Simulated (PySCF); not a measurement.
Working out the ionisation energy of Si

Si [Ne] 3s2 3p2 (3P) → Si⁺ [Ne] 3s2 3p1 (2P). Computed with PySCF 2.14 in aug-cc-pVDZ-DK (5s4p2d, 27 functions), with the spin-free X2C one-electron Hamiltonian (Gaussian nucleus). Frozen: [Ne]. Energies in hartree (1 hartree = 27.21139 eV):

```csv
part,Si (lower),Si⁺ (upper)
UHF,-289.452928,-289.172159
CCSD correlation,-0.065980,-0.053443
(T),-0.001281,-0.000678
```

What does Hartree-Fock give?

(-289.172159) − (-289.452928) = 0.280769 hartree = 7.640 eV.

What do CCSD and CCSD(T) give?

The CCSD correlation energies differ by 0.012537 hartree = 0.341 eV and the triples by 0.000603 hartree = 0.016 eV, so CCSD gives 7.981 eV and CCSD(T) 7.997 eV.

Measured between the centres of the two terms (NIST): 8.157 eV, so CCSD(T) (valence) is off by -0.160 eV.

A double-zeta basis recovers only part of the correlation energy.

What remains against the reference includes basis incompleteness, the frozen core and higher excitations.
